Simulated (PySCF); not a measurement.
**Working out the electron affinity of F**

F⁻ [Ne] (1S) → F [He] 2s2 2p5 (2P). Calculation: PySCF 2.14, in aug-cc-pVQZ-DK; scalar relativity by spin-free X2C-1e. Frozen: 1s2. Energies in hartree (1 hartree = 27.21139 eV):

```csv
part,F⁻ (lower),F (upper)
UHF,-99.543961,-99.501033
CCSD correlation,-0.308601,-0.234061
(T),-0.011278,-0.004934
```

Question: What does Hartree-Fock give?

Answer: (-99.501033) − (-99.543961) = 0.042928 hartree = 1.168 eV.

Question: What do CCSD and CCSD(T) give?

Answer: The CCSD correlation energies differ by 0.074540 hartree = 2.028 eV and the triples by 0.006344 hartree = 0.173 eV, so CCSD gives 3.196 eV and CCSD(T) 3.369 eV.

A first-order spin-orbit estimate adds -0.017 eV to CCSD(T) (valence), giving 3.352 eV against 3.401 eV (measured; photodetachment measurements, as compiled on the Wikipedia data page of electron affinities).

What remains against the reference includes basis incompleteness, the frozen core and higher excitations.
